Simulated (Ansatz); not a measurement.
A calculation on rock-salt CdO returned lattice constant a 4.738 Å, bulk modulus 147 GPa.

For reference: lattice constant a 4.696 Å (measured, temperature not stated, not corrected to a static lattice; as tabulated in Gopal et al. (2015), doi:10.1103/physrevb.91.245202); bulk modulus 147 GPa (measured, temperature not stated, not corrected to a static lattice; as tabulated in Gopal et al. (2015), doi:10.1103/physrevb.91.245202).

Question: Which level of theory produced these numbers?
A. PBE (Ansatz, a program for electronic structure)
B. B3LYP (VWN-RPA form) (Ansatz)
C. PBEsol (Ansatz)
D. Hartree–Fock (Ansatz)

Answer: D, Hartree–Fock (Ansatz)

The others give: PBE 4.768 Å, 126 GPa; B3LYP (VWN-RPA form) 4.763 Å, 134 GPa; PBEsol 4.690 Å, 145 GPa.

Unless a cell is named, each level is at its own relaxed cell (B3LYP (VWN-RPA form) 13.50, Hartree–Fock 13.30, PBE 13.55, PBEsol 12.90 Å³/atom).

Ansatz's density-functional and Hartree–Fock values are scalar-relativistic unless marked +SOC, with PAW data made under PBE.
